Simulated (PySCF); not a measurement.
# J couplings in acetophenone

Geometry:
| atom | x (Å) | y (Å) | z (Å) |
| --- | --- | --- | --- |
| C1 | -2.661 | -0.168 | 0.767 |
| C2 | -1.714 | 0.525 | -0.180 |
| O3 | -2.118 | 1.337 | -0.984 |
| C4 | -0.256 | 0.189 | -0.108 |
| C5 | 0.268 | -0.748 | 0.791 |
| C6 | 1.635 | -1.017 | 0.808 |
| C7 | 2.489 | -0.352 | -0.071 |
| C8 | 1.974 | 0.584 | -0.970 |
| C9 | 0.611 | 0.852 | -0.987 |
| H10 | -2.637 | -1.258 | 0.617 |
| H11 | -2.383 | 0.025 | 1.814 |
| H12 | -3.677 | 0.203 | 0.584 |
| H13 | -0.390 | -1.275 | 1.485 |
| H14 | 2.036 | -1.750 | 1.512 |
| H15 | 3.560 | -0.565 | -0.055 |
| H16 | 2.643 | 1.105 | -1.659 |
| H17 | 0.177 | 1.577 | -1.678 |

Couplings: B3LYP/pcJ-1 (without the spin–dipole term) in PySCF 2.14.0 with density-fitted response routines, geometry PBE0-D3(BJ)/def2-SVP; gas phase, one conformer, non-relativistic. Couplings are averaged over pairs made equivalent by symmetry, fast rotation or ring inversion, so a value needn't be that of the named pair in this geometry, while other rotamers aren't included; one pair stands for each set, and the list holds a selection of those of at least 0.8 Hz over up to four bonds, among pairs with at least one H atom (others weren't computed).

Isotopes: ¹³C, ¹H, ¹⁷O. Couplings to quadrupolar nuclei such as 17O and 33S are rarely resolved in practice.

| pair | bonds | J (Hz) |
| --- | --- | --- |
| C1, H10 | 1 | 134.4 |
| C5, H13 | 1 | ? |
| C6, H14 | 1 | ? |
| C7, H15 | 1 | 167.2 |
| C2, H10 | 2 | -5.5 |
| C5, H14 | 2 | 2.0 |
| C6, H13 | 2 | ? |
| C6, H15 | 2 | 1.7 |
| C7, H14 | 2 | 1.9 |
| H10, H11 | 2 | -15.6 |
| C2, H13 | 3 | 4.2 |
| O3, H10 | 3 | -2.1 |
| C4, H10 | 3 | ? |
| C5, H15 | 3 | 8.1 |
| C5, H17 | 3 | 6.6 |
| C6, H16 | 3 | ? |
| C7, H13 | 3 | 8.3 |
| H13, H14 | 3 | 8.8 |
| H14, H15 | 3 | ? |
| C4, H15 | 4 | -1.5 |
| C5, H10 | 4 | ? |
| C5, H16 | 4 | -1.4 |
| C6, H17 | 4 | -1.2 |
| H13, H15 | 4 | ? |
| H13, H17 | 4 | 1.6 |
| H14, H16 | 4 | 1.0 |

Q: Estimate the withheld couplings, with signs.

A: 
- ¹J(C5,H13) = 169.0 Hz (mean over equivalent pairs that range from 164.6 to 173.5 Hz in this conformer)
- ¹J(C6,H14) = 168.3 Hz (bond length 1.092 Å, sp2 carbon)
- ²J(C6,H13) = 1.5 Hz (angle at C5 119°)
- ³J(C4,H10) = 1.2 Hz (mean over equivalent pairs that range from -0.5 to 4.5 Hz in this conformer)
- ³J(C6,H16) = 8.1 Hz (dihedral angle 180°)
- ³J(H14,H15) = 8.2 Hz (dihedral angle 0°)
- ⁴J(C5,H10) = 0.8 Hz (mean over equivalent pairs that range from 0.0 to 2.1 Hz in this conformer)
- ⁴J(H13,H15) = 1.0 Hz
